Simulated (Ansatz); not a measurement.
# BH₂F + HCl: a complex and its separated parts

Aim: how far the complex at one end of a reaction step lies below its separated, relaxed parts, level by level.

Program: Ansatz 0.2.0, Gaussian basis. Level of theory: PBE0-D4/def2-TZVP structures, single points in def2-TZVPP, no counterpoise correction. These are calculated values, not measurements.

Levels: SPW92, PBE-D4, BLYP-D4, r2SCAN-D4, B97M-V, PBE0-D4, B3LYP-D4, r2SCAN0-D4, BHLYP-D4, CAM-B3LYP-D4, wB97X-V, wB97M-V, B2PLYP, PBE-QIDH, RPA on PBE, Hartree-Fock, MP2, CCSD, CCSD(T).

Cores are frozen in the correlated methods. B3LYP uses VWN-RPA correlation. B2PLYP carries no dispersion term here.

95 further runs of the same task are left out: 1 that didn't finish, 94 set aside as unsound or not needed.

## (1) Starting geometry

The complex: 6 atoms, charge 0, spin multiplicity 1.

Atoms are counted from 1 here; the program's logs count them from 0.

Bond lengths: B1–H3 1.196 Å, B1–H4 1.196 Å, B1–F6 1.325 Å, Cl2–H5 1.281 Å. Angles: H3–B1–H4 124.4°, H3–B1–F6 117.7°, H4–B1–F6 117.7°.

Geometry (Å):

```xyz
6
charge 0, multiplicity 1
B    -0.3523    0.7300   -0.5493
Cl    1.0177   -1.7028    0.4608
H     0.6892    1.2259   -0.8664
H    -1.0415    0.0797   -1.2796
H     0.5006   -1.3214    1.5689
F    -0.8137    0.9886    0.6656
```

Its parts: BH₂F holds atoms 1, 3, 4, 6; HCl holds atoms 2, 5. Each part counts its atoms afresh in its own runs.

## (2) Relaxing BH₂F alone

Contents of relax-a/in.yaml:

```yaml
crystal:
  periodic: [false, false, false]
  atoms:
    - {symbol: B, position_ang: [-0.352311, 0.729983, -0.549300]}
    - {symbol: H, position_ang: [0.689162, 1.225877, -0.866363]}
    - {symbol: H, position_ang: [-1.041457, 0.079702, -1.279587]}
    - {symbol: F, position_ang: [-0.813684, 0.988608, 0.665610]}
basis:
  gaussian: {orbitals: def2-TZVP}
hamiltonian: {xc: pbe0, dispersion: d4}
relax: {f_tol: 0.005, max_steps: 200}
```

Run with:

```bash
> ansatz run in.yaml --threads 2 --pin off --events-out ev --progress --plain --max-ram 4352MiB
```

The runs that follow: Relaxing HCl alone; SPW92/def2-TZVPP; PBE-D4/def2-TZVPP; BLYP-D4/def2-TZVPP; r2SCAN-D4/def2-TZVPP; B97M-V/def2-TZVPP; PBE0-D4/def2-TZVPP; B3LYP-D4/def2-TZVPP; r2SCAN0-D4/def2-TZVPP; BHLYP-D4/def2-TZVPP; CAM-B3LYP-D4/def2-TZVPP; wB97X-V/def2-TZVPP; wB97M-V/def2-TZVPP; B2PLYP/def2-TZVPP; PBE-QIDH/def2-TZVPP; RPA on PBE/def2-TZVPP; CCSD(T)/def2-TZVPP; Vibrations of BH₂F; Vibrations of HCl.

What does the calculation give? Wanted: complex less parts, CCSD(T)/def2-TZVPP; with zero-point energy; largest T1 diagnostic.

As calculated:

```
                              quantity           value
complex less parts, CCSD(T)/def2-TZVPP  -2.08 kcal/mol
                with zero-point energy  -1.00 kcal/mol
                 largest T1 diagnostic           0.013
```

In words: At CCSD(T) the complex lies 2.08 kcal/mol below its parts. PBE-QIDH is the best functional here (+0.10 kcal/mol from CCSD(T)); SPW92 is the worst (-2.83 kcal/mol). By rung, the mean size of the error is: LDA 2.83, GGA 0.59, meta-GGA 0.64, hybrid 0.41, range-separated hybrid 0.41, double hybrid 0.36 kcal/mol. PBE-D4 gives a relative energy 0.84 kcal/mol too low, an error of 41 % of the reference. No counterpoise was applied, and triple zeta lacks some correlation, so the CCSD(T) reference has a basis error of its own, and close matches with it are partly luck.
